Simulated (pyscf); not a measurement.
A first-order saddle from PySCF, ωB97X-D3(BJ)/def2-SVP:

```
In
N 1 2.0147
H 2 1.0173 1 115.88
H 2 1.0177 3 108.87 1 -131.10
H 1 1.8960 2 120.74 3 -0.76
H 5 1.1028 1 84.86 2 101.84
Cl 6 1.5377 5 154.35 1 -2.09
Cl 1 2.3250 5 110.29 6 -100.89
```

Surface: singlet, charge 0. Lowest wavenumbers (cm⁻¹): 1200i, 74, 112, 128, 162.

Problem. What reaction is this the transition state of?

Solution. H₂N–In(Cl)–Cl + H₂ <-> H₂N–InH–Cl + HCl, a four-centre exchange read from left to right: Cl–In, H–H broken and H–In, Cl–H formed. At ωB97M-D3(BJ)/def2-TZVP it lies +33.3 kcal/mol from the left side and +14.0 kcal/mol from the right (each side as separated species at their lowest minima found). On the product side the descent ends in an adduct with a Cl–In contact, 8.7 kcal/mol under the separated species and 18.8 kcal/mol under the saddle at ωB97X-D3(BJ)/def2-TZVP. What is counted as broken (Cl–In) persists as a longer contact in the product adduct; parting that adduct is a step of its own. The same reactants have a lower exit, to Cl–InH–Cl + NH₃ (barrier +19.3 kcal/mol at ωB97M-D3(BJ)/def2-TZVP, against +33.3 kcal/mol here). One saddle was located; it need not be the lowest between these sides. Elements past Kr carry the def2 core potentials, without spin-orbit coupling.
